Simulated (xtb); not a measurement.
hydrogen sulfide (H2S), singlet, at a GFN2-xTB geometry; GFN1-xTB (xtb 6.7.1).

xtb was given this input:
```
$ xtb mol.xyz --gfn 1 --chrg 0 --uhf 0 --json

# file mol.xyz
3

S     -0.00035523    -0.00209154     0.10204772
H     -0.03705710     0.97315096    -0.79691824
H      0.04274080    -0.93968637    -0.83584535
```

It wrote (shortened):

```
   ID    Z sym.   atoms
    1   16 S      1
    2    1 H      2, 3

           -------------------------------------------------
          |                Calculation Setup                |
           -------------------------------------------------

           -------------------------------------------------
          |                 G F N 1 - x T B                 |
           -------------------------------------------------

          ...................................................
          :                      SETUP                      :
          :.................................................:
          :  # basis functions                  14          :
          :  # atomic orbitals                  13          :
          :  # shells                            7          :
          :  # electrons                         8          :
          :  # halogen bonds                     0          :
          :  max. iterations                   250          :
          :  Hamiltonian                  GFN1-xTB          :
          :  restarted?                      false          :
          :  GBSA solvation                  false          :
          :  PC potential                    false          :
          :  electronic temp.          300.0000000     K    :
          :  accuracy                    1.0000000          :
          :  -> integral cutoff          0.2500000E+02      :
          :  -> integral neglect         0.1000000E-07      :
          :  -> SCF convergence          0.1000000E-05 Eh   :
          :  -> wf. convergence          0.2000000E-04 e    :
          :  Broyden damping             0.4000000          :
          :  net charge                          0          :
          :  unpaired electrons                  0          :
          ...................................................

 iter      E             dE          RMSdq      gap      omega  full diag
   1     -4.7906728 -0.479067E+01  0.146E+00    7.09       0.0  T
   2     -4.7907864 -0.113575E-03  0.944E-01    7.11       1.0  T
   3     -4.7907855  0.940303E-06  0.638E-02    7.11       1.0  T
   4     -4.7907922 -0.677371E-05  0.517E-04    7.11     111.7  T
   5     -4.7907922 -0.382792E-09  0.388E-05    7.11    1489.9  T
   6     -4.7907922 -0.364153E-13  0.134E-06    7.11   43182.3  T

   *** convergence criteria satisfied after 6 iterations ***

         :::::::::::::::::::::::::::::::::::::::::::::::::::::
         ::                     SUMMARY                     ::
         :::::::::::::::::::::::::::::::::::::::::::::::::::::
         :: total energy              -4.770209754307 Eh    ::
         :: gradient norm              0.006536315797 Eh/a0 ::
         :: HOMO-LUMO gap              7.109770166760 eV    ::
         ::.................................................::
         :: SCC energy                -4.790792245554 Eh    ::
         :: -> electrostatic           0.006616191761 Eh    ::
         :: repulsion energy           0.020878740449 Eh    ::
         :: dispersion energy         -0.000296249202 Eh    ::
         :: halogen bond corr.         0.000000000000 Eh    ::
         :: add. restraining           0.000000000000 Eh    ::
         :: total charge              -0.000000000000 e     ::
         :::::::::::::::::::::::::::::::::::::::::::::::::::::

           -------------------------------------------------
          |                Property Printout                |
           -------------------------------------------------

    * Orbital Energies and Occupations

         #    Occupation            Energy/Eh            Energy/eV
      -------------------------------------------------------------
         1        2.0000           -0.8440092             -22.9667
         2        2.0000           -0.5265224             -14.3274
         3        2.0000           -0.4987204             -13.5709
         4        2.0000           -0.4011383             -10.9155 (HOMO)
         5                         -0.1398591              -3.8058 (LUMO)
         6                         -0.1343998              -3.6572
         7                         -0.0681583              -1.8547
         8                         -0.0504594              -1.3731
         9                         -0.0117631              -0.3201
        10                         -0.0117631              -0.3201
        11                         -0.0117631              -0.3201
        12                          0.3487352               9.4896
        13                          0.5604309              15.2501
      -------------------------------------------------------------
                  HL-Gap            0.2612792 Eh            7.1098 eV
             Fermi-level           -0.2704987 Eh           -7.3606 eV

  Mulliken/CM5 charges         n(s)   n(p)   n(d)
     1S    -0.25141 -0.38622   1.904  4.357 -0.010
     2H     0.12571  0.19311   0.874  0.000  0.000
     3H     0.12571  0.19311   0.874  0.000  0.000

Wiberg/Mayer (AO) data.
largest (>0.10) Wiberg bond orders for each atom

 ---------------------------------------------------------------------------
     #   Z sym  total        # sym  WBO       # sym  WBO       # sym  WBO
 ---------------------------------------------------------------------------
     1  16 S    1.975 --     2 H    0.987     3 H    0.987
     2   1 H    0.988 --     1 S    0.987
     3   1 H    0.988 --     1 S    0.987
 ---------------------------------------------------------------------------

Topologies differ in total number of bonds
Writing topology from bond orders to xtbtopo.mol

 dipole moment from electron density (au)
     X       Y       Z
   0.0022   0.0130  -0.6335  total (Debye):    1.610

           -------------------------------------------------
          | TOTAL ENERGY               -4.770209754307 Eh   |
          | GRADIENT NORM               0.006536315797 Eh/α |
          | HOMO-LUMO GAP               7.109770166760 eV   |
           -------------------------------------------------

normal termination of xtb
```
